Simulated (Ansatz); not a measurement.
Geometry optimisation, Ansatz 0.2.0, RKS PBE0-D4/def2-SVP.

The input (input.yaml):

```yaml
crystal:
  periodic: [false, false, false]
  atoms:
    - { symbol: B, position_ang: [0.0, 0.0, 0.0] }
    - { symbol: H, position_ang: [0.0, 0.0, 1.19] }
    - { symbol: Cl, position_ang: [1.6108, 0.0, -0.93] }
    - { symbol: O, position_ang: [-1.2211, 0.0, -0.705] }
    - { symbol: H, position_ang: [-1.7308, -0.8467, -0.4965] }
basis:
  gaussian: { orbitals: def2-SVP }
hamiltonian:
  xc: pbe0
  dispersion: d4
relax:
  f_tol: 0.02
  max_steps: 40
```

Launched with:

```bash
$ ansatz run input.yaml --threads 1 --pin off --max-ram 2048MiB --backend cpu --events-out ev --progress --plain --runs-dir out
```

Where does it end, and by what steps?

The forces met the threshold. After 5 steps the energy has fallen by 0.654 eV; H5 moved furthest, 0.41 Å.

```
step  energy less start (eV)  largest force component (eV/Å)  accepted
   0                  0.0000                           2.200       yes
   1                 -0.2704                           2.429       yes
   2                 -0.4369                           2.830       yes
   3                 -0.6301                           0.794       yes
   4                 -0.6480                           0.421       yes
   5                 -0.6539                           0.018       yes
```

```xyz
5
Properties=species:S:1:pos:R:3
B 0.024 -0.108 -0.066
H -0.017 -0.105 1.141
Cl 1.555 0.200 -0.868
O -1.053 -0.336 -0.831
H -1.850 -0.497 -0.317
```

Whether the end is a true minimum wasn't checked by a vibrational analysis.

Run time: 4.9 s on 1 thread of Intel(R) Xeon(R) 6975P-C (Granite Rapids), on a shared host, peak memory 0.14 GiB.
